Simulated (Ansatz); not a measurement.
Scan of [OH···H···S], triplet

Starting geometry:

```xyz
4

O    -0.9166   -0.2316    0.0000
H    -1.1659    0.6949    0.0000
H     0.0430   -0.2316    0.0000
S     2.0394   -0.2316    0.0000
```

From there H3 is moved from one fragment to the other while all else, the fragments' distance too, stays fixed; atoms are numbered as listed. Energies are in eV, counted from the starting geometry at the same level. Kohn–Sham curves are unrestricted where that lies lower.

Basis cc-pVDZ; Ansatz 0.2.0. Only valence electrons are correlated (noble-gas cores frozen). R marks a restricted (for open shells ROHF) determinant, U an unrestricted one.

Unrestricted rows (U, and Kohn–Sham where it breaks symmetry) aren't spin-pure: their determinants' ⟨S²⟩ exceeds S(S+1) by up to 0.10, so they mix in states of higher spin.

In so small a basis the reference is far from its limit while semilocal and hybrid functionals are nearer theirs (RPA and double hybrids share much of the reference's basis error), so the functionals' errors here hold much of the reference's basis and frozen-core error, which can add to them or hide them.

Full CI isn't at hand for all of this; UCCSDT(Q) serves as the reference, and is uncertain by about the last step of the cluster series.

```json
{"distance O1-H3 (Å)": "0.892", "UCCSDT(Q)": "0.134", "SPW92": "0.252", "PBE": "0.226", "revPBE": "0.221", "r2SCAN": "0.177", "PBE0": "0.152", "B3LYP": "0.161", "wB97M-V": "0.137", "B2PLYP": "0.138", "RPA-PBE": "0.174"}
{"distance O1-H3 (Å)": "0.960", "UCCSDT(Q)": "0.000", "SPW92": "0.000", "PBE": "0.000", "revPBE": "0.000", "r2SCAN": "0.000", "PBE0": "0.000", "B3LYP": "0.000", "wB97M-V": "0.000", "B2PLYP": "0.000", "RPA-PBE": "0.000"}
{"distance O1-H3 (Å)": "1.048", "UCCSDT(Q)": "0.187", "SPW92": "-0.002", "PBE": "0.028", "revPBE": "0.034", "r2SCAN": "0.088", "PBE0": "0.141", "B3LYP": "0.114", "wB97M-V": "0.175", "B2PLYP": "0.173", "RPA-PBE": "0.099"}
{"distance O1-H3 (Å)": "1.136", "UCCSDT(Q)": "0.591", "SPW92": "0.173", "PBE": "0.225", "revPBE": "0.236", "r2SCAN": "0.344", "PBE0": "0.454", "B3LYP": "0.397", "wB97M-V": "0.515", "B2PLYP": "0.522", "RPA-PBE": "0.350"}
{"distance O1-H3 (Å)": "1.224", "UCCSDT(Q)": "1.028", "SPW92": "0.397", "PBE": "0.463", "revPBE": "0.476", "r2SCAN": "0.629", "PBE0": "0.782", "B3LYP": "0.702", "wB97M-V": "0.875", "B2PLYP": "0.890", "RPA-PBE": "0.608"}
{"distance O1-H3 (Å)": "1.312", "UCCSDT(Q)": "1.341", "SPW92": "0.601", "PBE": "0.668", "revPBE": "0.681", "r2SCAN": "0.852", "PBE0": "1.019", "B3LYP": "0.931", "wB97M-V": "1.143", "B2PLYP": "1.170", "RPA-PBE": "0.802"}
{"distance O1-H3 (Å)": "1.400", "UCCSDT(Q)": "1.480", "SPW92": "0.760", "PBE": "0.815", "revPBE": "0.822", "r2SCAN": "0.972", "PBE0": "1.132", "B3LYP": "1.049", "wB97M-V": "1.260", "B2PLYP": "1.297", "RPA-PBE": "0.919"}
{"distance O1-H3 (Å)": "1.488", "UCCSDT(Q)": "1.476", "SPW92": "0.890", "PBE": "0.921", "revPBE": "0.918", "r2SCAN": "1.017", "PBE0": "1.158", "B3LYP": "1.088", "wB97M-V": "1.265", "B2PLYP": "1.305", "RPA-PBE": "0.985"}
{"distance O1-H3 (Å)": "1.576", "UCCSDT(Q)": "1.447", "SPW92": "1.043", "PBE": "1.040", "revPBE": "1.025", "r2SCAN": "1.066", "PBE0": "1.183", "B3LYP": "1.129", "wB97M-V": "1.259", "B2PLYP": "1.299", "RPA-PBE": "1.059"}
```
